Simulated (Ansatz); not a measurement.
This geometry of ClH4NSi + H (8 atoms, charge 0, multiplicity 2) is a first-order saddle point.

These are results of UKS PBE0-D4/6-31G* (Ansatz 0.2.0), not measurements.

```xyz
8
Properties=species:S:1:pos:R:3
Si -0.132 -0.044 0.006
Cl 0.128 -0.092 2.436
H 1.253 0.132 -0.507
H -0.995 1.142 -0.246
N -0.835 -1.401 -0.791
H -1.823 -1.587 -0.675
H -0.312 -2.266 -0.850
H 0.333 -0.015 3.913
```

Task: Which two structures does it join? (They come from a converged band through this point; their orientation in space is the band's.)

Result: Bonds broken: Si1–Cl2. Bonds formed: Cl2–H8. ClH4NSi + H becomes ClH + H4NSi.

First end point:

```xyz
8
Properties=species:S:1:pos:R:3
Si -0.060 -0.050 -0.171
Cl 0.366 -0.197 1.865
H 1.250 0.112 -0.843
H -0.948 1.126 -0.313
N -0.852 -1.400 -0.864
H -1.824 -1.576 -0.647
H -0.347 -2.266 -1.000
H 0.032 0.122 5.259
```

Last end point:

```xyz
8
Properties=species:S:1:pos:R:3
Si 0.062 -0.088 -0.371
Cl 0.195 -0.049 3.410
H 1.171 0.146 -1.347
H -0.838 1.108 -0.336
N -0.878 -1.418 -0.986
H -1.769 -1.621 -0.550
H -0.399 -2.280 -1.218
H 0.074 0.074 4.684
```

Task: How far does it lie above each of them?

Result: 0.85 eV above the first and 0.39 eV above the second. This is the barrier of this one path; another mechanism may lie lower.

Time of the run: 2.6 min on 1 thread of AMD EPYC 9R45 96-Core Processor (Zen 5) (shared host), peak memory 0.18 GiB.
